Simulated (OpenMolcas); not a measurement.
**C4H6S (divinyl sulfide): the vertical ionisation energy from total energies**

C4H6S has 11 atoms, charge 0, and is taken as a singlet. As SMILES, `C=CSC=C`. The coordinates come from a GFN2-xTB relaxation. This is one conformer, not always the lowest.

Both states at this one shape; open shells run unrestricted unless said. 1 Eh = 27.2114 eV.

| level | program | singlet C4H6S (Eh) | doublet C4H6S+ (Eh) | HOMO of the first (eV) |
| --- | --- | --- | --- | --- |
| M06/ANO-S-MB | OpenMolcas | -553.599461 | -553.197056 | -8.65 |
| M06/ANO-S-VDZ | OpenMolcas | -553.974395 | -553.673795 | -6.18 |

Work out the vertical ionisation energy at each level.


1. M06/ANO-S-MB: -553.197056 − (-553.599461) = 0.402405 Eh = 10.95 eV; −ε(HOMO) = 8.65 eV.
2. M06/ANO-S-VDZ: -553.673795 − (-553.974395) = 0.300600 Eh = 8.18 eV; −ε(HOMO) = 6.18 eV.

No measured value is set beside it here; the levels span 8.18 to 10.95 eV. Minimal sets are far from the basis-set limit.
